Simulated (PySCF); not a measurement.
# A basis-limit estimate, worked out

An elementary step of SiNH$_{7}$O, singlet (SiNH₅ ([NH2][SiH3]) + H₂O → SiNH₅O ([NH2][SiH2][OH]) + H₂; bonds formed: Si1–O7, H2–H6; bonds broken: Si1–H2, H6–O7). “Start” is the structure reached by relaxing down from the saddle towards the reactants; PBE0-D4/def2-TZVP structures. The saddle:

Si1  (-0.538, -0.101, -0.176)
H2  (0.777, -1.208, -0.508)
H3  (-1.473, -1.050, -0.833)
H4  (-1.356, 1.163, -0.101)
N5  (-0.047, -0.150, 1.459)
H6  (1.077, -0.280, -1.165)
O7  (0.574, 0.659, -1.479)
H8  (-0.534, 0.391, 2.156)
H9  (0.509, -0.895, 1.841)
H10  (1.012, 1.472, -1.195)
(Å)

PySCF 2.14 with density fitting (its default auxiliary sets; JK sets also for MP2 and CCSD(T)); basis: def2-TZVPP and def2-QZVPP; cores frozen in the correlated methods.

Energies in eV:

| quantity | saddle | start |
| --- | --- | --- |
| Hartree–Fock, triple zeta (X = 3) | -11492.36891 | -11494.43306 |
| Hartree–Fock, quadruple zeta (X = 4) | -11492.81348 | -11494.87803 |
| MP2 correlation, X = 3 | -17.38502 | -16.73554 |
| MP2 correlation, X = 4 | -18.63799 | -17.97770 |
| CCSD(T) correlation, X = 3 | -18.92177 | -18.33856 |

Task: Work out the barrier at the basis limit: extrapolate Hartree–Fock as E(X) = E∞ + A exp(−7.88 √X) and the MP2 correlation as E(X) = E∞ + B X^−2.97 (the exponents that Neese and Valeev fitted for def2-TZVPP and QZVPP), then add CCSD(T) − MP2 in triple zeta.

Result: Each step is linear, so take the differences first (saddle − start): Hartree–Fock 2.06415 (X = 3) and 2.06455 (X = 4); MP2 correlation -0.64948 and -0.66029; CCSD(T) correlation -0.58321.
Two points give E∞ = E(4) + w [E(4) − E(3)], with w = 1/(exp(7.88 (2 − √3)) − 1) = 0.1377 for Hartree–Fock and w = 1/((4/3)^2.97 − 1) = 0.7407 for the correlation.
Hartree–Fock: 2.06455 + 0.1377 × 0.00040 = 2.0646 eV.
MP2 correlation: -0.66029 + 0.7407 × (-0.01081) = -0.6683 eV.
CCSD(T) − MP2: -0.58321 − (-0.64948) = 0.0663 eV.
Sum: 2.0646 + (-0.6683) + 0.0663 = 1.4626 eV, or 33.73 kcal/mol. Plain CCSD(T) in triple zeta gives 1.4809 eV, so the larger basis shifts the result by -0.0183 eV.

The T1 diagnostic stays at or below 0.012.

Labels in which every atom is bracketed show which atoms are joined, not bond orders.

For scale, one of the runs: CCSD(T)/def2-TZVPP, 202 basis functions, launched by `OMP_NUM_THREADS=4 python run.py`. The run took 5.9 min on 4 CPU threads of an Arm Neoverse V2 (shared host), with 2.5 GiB of host memory at its peak.
